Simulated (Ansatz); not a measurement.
Gas-phase electronic energies from Ansatz, PBE0-D4/def2-TZVP geometries. CCSD(T)/CBS is the MP2 limit (def2-TZVPP, def2-QZVPP) plus CCSD(T) − MP2 in def2-TZVPP, frozen cores. This one scheme is used for every species. One conformer a species, not always the lowest.

Consider the formal exchange of groups at a C–S bond: `SCCS` + fluoromethane → `FCCCS` + H₂S.

`SCCS`:

Cartesian coordinates in Å:
```
S 1.721 -0.820 0.380
C 0.698 0.631 0.033
C -0.646 0.324 -0.599
S -1.792 -0.589 0.461
H 1.017 -1.252 1.438
H 1.295 1.232 -0.658
H 0.573 1.209 0.950
H -0.520 -0.216 -1.538
H -1.163 1.261 -0.824
H -1.180 -1.780 0.357
```

`CF`:

```xyz
5

C     0.027   -0.027    0.047
F    -0.591    0.581   -1.021
H    -0.532   -0.925    0.319
H     0.048    0.667    0.891
H     1.047   -0.297   -0.236
```

`FCCCS`:

Cartesian coordinates in Å:
```
F -0.157 -0.570 -2.133
C 0.786 -0.445 -1.123
C 0.347 0.615 -0.146
C -0.959 0.291 0.561
S -0.900 -1.168 1.635
H 0.877 -1.419 -0.635
H 1.738 -0.180 -1.590
H 1.148 0.760 0.587
H 0.232 1.563 -0.683
H -1.310 1.145 1.142
H -1.734 0.061 -0.173
H -0.068 -0.654 2.556
```

H₂S:

```xyz
3

S     0.086    0.009   -0.613
H     0.424   -0.850    0.360
H    -0.509    0.841    0.253
```

| species | CCSD(T)/CBS(def2) energy (Eh) |
| --- | --- |
| `SCCS` | -875.26310 |
| `CF` | -139.63461 |
| `FCCCS` | -615.93375 |
| H₂S | -398.97279 |

(1) Work out ΔE.

Largest T1 diagnostic among the species: 0.010.

## Answers

(1) ΔE = (-615.93375) + (-398.97279) − (-875.26310) − (-139.63461) = -0.00883 Eh = -5.5 kcal/mol.
